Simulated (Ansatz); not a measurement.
System: fluorite CeO₂. Method: PBEsol in Ansatz (plane waves, PAW).

Settings: plane-wave cutoff 520 eV, 12×12×12 k mesh, Fermi–Dirac smearing 0.01 eV, no spin polarisation, scalar-relativistic PAW data made under PBE.

Results at a series of volumes:

```
V (Å³/atom)  E − E_lowest (meV/atom)  P (GPa)
-----------  -----------------------  -------
12.320                         31.66    13.64
12.582                         13.55     8.59
12.844                          3.27     4.06
13.106                          0.00     0.00
13.368                          3.03    -3.64
13.630                         11.71    -6.91
13.892                         25.44    -9.83
```

Question: Fit the third-order Birch–Murnaghan equation and give B0 and B′.

Answer: V0 = 13.106 Å³/atom, B0 = 192 GPa, B′ = 4.4 (fit to the energies at full precision).

Measured, for comparison: bulk modulus 220 ± 9 GPa (room temperature, no zero-point or thermal correction, our sources range from 220 to 230; as tabulated in High Pressure Brillouin Spectroscopy and X-ray Diffraction of Cerium Dioxide …); equilibrium volume per atom 13.06 Å³/atom (0 K, extrapolated to 0 K; as tabulated in Stimac et al. (2024), arXiv:2411.06536). Computed (rounded) less measured: bulk modulus -13 % (-13 % to -17 % over the range), equilibrium volume per atom +0.4 %.

Spin–orbit coupling is not included.

Static lattice: no zero-point or thermal effects.

Ansatz is an electronic-structure program.
